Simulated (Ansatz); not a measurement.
`FCC1=C(F)N1` → 3 C• + 2 F• + 3 H• + N•  (atomization)

Isolated molecules relaxed with PBE0-D4/def2-TZVP in Ansatz; ΔE leaves out vibrations. CBS: MP2 limit from def2 TZ/QZ plus the TZ coupled-cluster correction, frozen cores. This one scheme is used for every species, atoms too. DFT in def2-TZVPP. No spin–orbit coupling; open shells (•) take unrestricted orbitals. Spin–orbit coupling would lower the free atoms: a little for C, F. Each species was taken in one conformer, which may not be the lowest.

```tsv
level	ΔE (kJ/mol)
PBE0-D4	3587.6
B2PLYP	3500.2
PBE0	3575.4
HF/def2-TZVPP	2265.0
SCS-MP2/def2-TZVPP	3479.0
CCSD/def2-TZVPP	3312.7
SCS-MP2/def2-QZVPP	3553.5
HF/CBS(def2)	2272.1
```

Problem. What does CCSD(T)/CBS give? (Estimate.)

Solution. The calculation gave: +3517.0 kJ/mol. The listed levels differ from it by 70.6, -16.8, 58.4, -1252.0, -38.0, -204.3, 36.5, -1244.9 kJ/mol.

Largest T1 diagnostic among the species: 0.013.

The D4 term adds +23.2 kJ/mol with B3LYP and +12.2 kJ/mol with PBE0; it sums over pairs of atoms, weighted by their polarisabilities, and B3LYP, whose exchange is more repulsive, gets the larger term. In def2-TZVPP, CCSD(T) changes the Hartree–Fock value by +1138.8 kJ/mol (the triples alone add +91.1 kJ/mol) and MP2 by +1277.0 kJ/mol; breaking electron pairs costs correlation energy, which Hartree–Fock lacks.

B3LYP here is the variant with VWN-RPA as its local correlation; programs differ in this.

For atomizations the MP2-based limit and the directly extrapolated one differ by several kJ/mol either way, and by 10 to 25 for some Ge, Se and Sn compounds, so smaller differences from it don't rank the levels.
